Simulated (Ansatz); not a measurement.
Two isomers of C4H6OS: A = `O=C1CCSC1`, B = `C=C(C)C(O)=S`.

Program: Ansatz. Geometries: PBE0-D4/def2-TZVP. ΔE: electronic, gas phase. CCSD(T)/CBS adds triple-zeta CCSD(T) − MP2 to the extrapolated MP2 energy (def2 sets, frozen cores). DFT in def2-TZVPP. B3LYP here is the variant with VWN-RPA as its local correlation; programs differ in this. One conformer a species, not always the lowest.

A:

Z-matrix (Å, degrees):
```
C
C 1 1.515
C 1 1.515 2 108.3
H 1 1.096 2 106.4 3 118.5
H 1 1.091 2 109.7 3 -125.3
C 2 1.524 1 112.0 3 -17.8
O 2 1.199 1 125.0 3 162.2
S 3 1.818 1 105.6 2 36.0
H 3 1.089 1 113.3 2 154.0
H 3 1.093 1 111.5 2 -83.4
H 6 1.090 2 109.8 1 -130.0
H 6 1.095 2 108.2 1 112.3
```

B:

```xyz
12

C     1.4097   -0.3760   -0.4762
C     0.1397   -0.1947   -0.1038
C    -0.8984   -1.2602   -0.2357
C    -0.2725    1.0993    0.4610
O     0.7163    1.9909    0.5432
S    -1.7891    1.4556    0.9550
H     1.7320   -1.3225   -0.8944
H     2.1498    0.4063   -0.3741
H    -0.4625   -2.1625   -0.6653
H    -1.3340   -1.5030    0.7357
H    -1.7222   -0.9261   -0.8697
H     0.3312    2.7928    0.9243
```

Task: Which isomer does CCSD(T)/CBS put lower? Give the gap. (Best estimate.)

Result: Ansatz gave: A, by 9.7 kcal/mol.

Task: Give E(B) − E(A) in kcal/mol with B2PLYP, CCSD/def2-TZVPP, B3LYP, PBE-D4, PBE0-D4, MP2/def2-TZVPP, r2SCAN-D4. (Best estimate.)

Result: Ansatz gave: B2PLYP 7.9, CCSD/def2-TZVPP 11.4, B3LYP 6.8, PBE-D4 9.0, PBE0-D4 12.4, MP2/def2-TZVPP 10.1, r2SCAN-D4 8.5. None reverses the order clearly.

Largest T1 diagnostic: 0.016.

From PBE to PBE0 (25 % exact exchange), in def2-TZVPP and without D4, E(B) − E(A) moves by +3.4 kcal/mol. In def2-TZVPP, CCSD(T) changes the Hartree–Fock value by −2.5 kcal/mol (the triples alone add −1.7 kcal/mol) and MP2 by −2.1 kcal/mol.
